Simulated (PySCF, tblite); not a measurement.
# A complex of methylammonium and water

A gas-phase complex of methylammonium and water; charge +1, singlet. The structure comes from a short search (6 tight-binding starts) and was relaxed by PBE0-D3(BJ)/def2-SVPD; another way of binding may lie lower. No frequency run checks that it is a minimum.

```
part            name   SMILES  atoms  charge  multiplicity
   1  methylammonium  C[NH3+]    1–8      +1             1
   2           water        O   9–11       0             1
```

| atom | part | x (Å) | y (Å) | z (Å) |
| --- | --- | --- | --- | --- |
| C1 | 1 | -0.889 | 0.742 | 0.125 |
| N2 | 1 | -0.010 | -0.030 | -0.790 |
| H3 | 1 | -0.446 | 1.724 | 0.317 |
| H4 | 1 | -0.992 | 0.187 | 1.063 |
| H5 | 1 | -1.870 | 0.856 | -0.346 |
| H6 | 1 | 0.922 | -0.168 | -0.391 |
| H7 | 1 | 0.120 | 0.453 | -1.684 |
| H8 | 1 | -0.416 | -0.984 | -0.996 |
| O9 | 2 | -1.128 | -2.446 | -1.259 |
| H10 | 2 | -1.034 | -3.239 | -0.720 |
| H11 | 2 | -1.674 | -2.693 | -2.013 |

Contacts between parts, classed by geometry: H8···O9 1.647 Å (hydrogen bond, 176°).

Interaction energies are complex less parts, with the parts frozen as they stand in it; counterpoise-corrected, in kcal/mol (PySCF).

(1) How strongly do the parts interact, level by level?

(2) What holds them together? Decompose the wB97M-D3(BJ)/def2-TZVPD energy: frozen parts, their antisymmetrised product, then relaxation.

The parts were also relaxed and run alone, at the levels used for the complex: shieldings by PBE0/pcSseg-2.

Values alone: N2–H8 bond (Å): 1.026; shielding of H8 (ppm): 26.67; shielding of O9 (ppm): 328.9; shielding of N2 (ppm): 222.9.

(3) How do these values change when the complex forms?

## Answers

(1) 
```tsv
level	interaction	superposition error removed
wB97M-D3(BJ)/def2-TZVPD	-18.96	-0.10
PBE0-D3(BJ)/def2-TZVPD	-19.77	-0.10
```

(2) electrostatic -23.1, Pauli repulsion +18.2, orbital relaxation -13.1, dispersion correction -1.1 kcal/mol, which sum to the value before the counterpoise correction; the Pauli term holds the exchange-correlation of the frozen density too. Of the attraction, 62 % is electrostatic, 35 % is orbital relaxation, 3 % is dispersion correction.

(3) 
| property | alone | in the complex | change |
| --- | --- | --- | --- |
| N2–H8 bond (Å) | 1.026 | 1.057 | +0.031 |
| shielding of H8 (ppm) | 26.67 | 19.77 | -6.89 |
| shielding of O9 (ppm) | 328.9 | 314.1 | -14.7 |
| shielding of N2 (ppm) | 222.9 | 221.4 | -1.5 |

Density functionals tend to overstate the lengthening and the red shift of so strongly bound an X–H bond.

The 3 runs behind this took 73 s in all, one thread each of Arm Neoverse V2 on a shared host, launched as `OMP_NUM_THREADS=1 python cluster_run.py task.json out`.
